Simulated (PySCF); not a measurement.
Ionisation of 2-methylallylamine

System: 2-methylallylamine, `C=C(C)CN` (C4H9N). Numbering: `[CH2:1]=[C:2]([CH3:3])[CH2:4][NH2:5]`

Energies: ωB97X-D3(BJ)/ma-def2-TZVP (PySCF, density fitting, integration grid level 2) on PBE0-D3(BJ)/def2-SVP structures. Thermal corrections: PBE0-D3(BJ)/def2-SVP frequencies, unscaled, ideal gas at 298.15 K and 1 bar, quasi-RRHO entropy.

Frontier levels of the parent: HOMO -9.52 eV, LUMO 1.09 eV.

Oxidation to the radical cation:
```
Vertical ionisation energy (electronic)              : 9.36 eV
Adiabatic ionisation energy (with zero-point energy) : 8.63 eV
Adiabatic, electronic part                           : 8.75 eV
Vertical gap at the product's structure              : 8.18 eV
Inner reorganisation energy (four-point)             : 1188 meV
Relaxation of product / of parent                    : 614 / 574 meV
⟨S²⟩ of the product                                  : 0.768
Largest spin populations                             : N5 0.50, C1 0.33, H (on C4) 0.12
Largest changes of atomic charge                     : N5 0.27, C1 0.14, H (on C4) 0.12, H (on C4) 0.11
Distances that move most (Å)                         : C4–N5 1.452 → 1.391; C2–C4 1.508 → 1.483; C1–C2 1.338 → 1.362; C4–H 1.105 → 1.127
Potential in DMF                                     : 6.15 V absolute, 1.61 V against Fc+/Fc computed at 4.54 V (solvation -18 → -255 kJ/mol)
```

Solvents are IEF-PCM continua (electrostatics only, gas-phase structures); absolute potentials refer to an electron at rest in vacuum. Fc+/Fc in DMF, 4.54 V, is ωB97X-D3(BJ)/ma-def2-TZVP on PBE0-D3(BJ)/def2-SVP structures with GFN2-xTB thermal terms. Benchmark calculations put it near 5.0 V in acetonitrile and DMSO, so it is about 0.5 V low, and the value against it can read up to that much too high.

Measured values (NIST Chemistry WebBook, evaluated or the median of agreeing entries): adiabatic ionisation energy 8.80 eV (computed 8.63, difference -0.17).

Hardware: 1 thread of Arm Neoverse V1, shared with other jobs. Command: `OMP_NUM_THREADS=1 python redox_run.py task.json out`. Structures, frequencies and single points: 15 min.
